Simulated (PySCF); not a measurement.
## Unknown: peak-picked proton spectrum

Formula C3H3F3. The spectrum was simulated from the full spin Hamiltonian at 90 MHz with 1.2 Hz Lorentzian lines, from shifts rounded to 0.01 ppm and J to 0.1 Hz, couplings under 1 Hz left out.

Maxima in Hz from TMS (height), grouped by integral:
1H: 653.7 (17), 650.5 (34), 648.2 (24), 647.4 (24), 645.1 (34), 641.9 (19), 637.9 (17), 634.7 (34), 632.4 (24), 631.6 (24), 629.3 (34), 626.1 (18), 576.4 (17), 573.2 (34), 570.9 (24), 570.1 (25), 567.8 (35), 564.6 (19), 560.6 (17), 557.4 (34), 555.1 (24), 554.3 (25), 552.0 (34), 548.8 (18)
1H: 489.9 (69), 486.2 (99), 482.8 (89), 482.0 (92), 478.2 (100), 474.9 (66)
1H: 437.7 (69), 434.1 (100), 430.6 (90), 429.8 (91), 426.1 (100), 422.7 (67)

$^{13}$C{$^{1}$H} NMR (computed): δ 155.9 (C, ddd, J = 319.7, 16.3, 9.2 Hz), 143.3 (CH, ddd, J = 330.1, 12.8, 9.1 Hz), 84.4 (CH2, ddd, J = 240.4, 36.6, 1.6 Hz).

[PySCF 2.14: spin–spin couplings from B3LYP/pcJ-1; geometry: PBE0-D3(BJ)/def2-SVP; σ from GIAO-PBE/pcSseg-2; single conformer; no relativistic terms; rapidly exchanging positions averaged; no solvent model]

Shifts are taken against calculated references (same method and geometry level): TMS for $^{1}$H, $^{13}$C.

**Question.** Analyse the multiplets.

**Answer.** $^{1}$H NMR (90 MHz, computed): δ 6.68 (m, 1H), 5.07 (m, 2H). These are first-order names from the parameters used; overlap and second-order distortion can hide them in the list.

**Question.** What is the compound?

**Answer.** `F/C=C(\F)CF`.

Structure with atom numbers: `[F:1]/[CH:2]=[C:3](\[F:4])[CH2:5][F:6]` (H(Xn): hydrogen on atom n).

1. δ 6.68: H(C2), hydrogen on an alkene CH, coupled to F1 (77.3 Hz), F4 (15.8 Hz), F6 (5.4 Hz), H(C5) (3.2 Hz).
2. δ 5.07: H(C5), hydrogen on an allylic sp3 CH2 bonded to F, coupled to F6 (52.2 Hz), F1 (8.0 Hz), F4 (3.9 Hz), H(C2) (3.2 Hz).

The shifts were computed for this structure.

Common functionals overestimate the size of one-bond C–F couplings by tens of Hz; these are unscaled. Multiplet labels drop couplings under 1 Hz and merge nearly equal ones. Shifts are as computed, not scaled to solution data. Of 1211 compounds with measured shifts, 218 miss one by over three times the rms of a fit or turn the order of signals round; such compounds aren't used in these exercises. Only one conformer was computed, so three-bond couplings in flexible chains and rings are approximate.
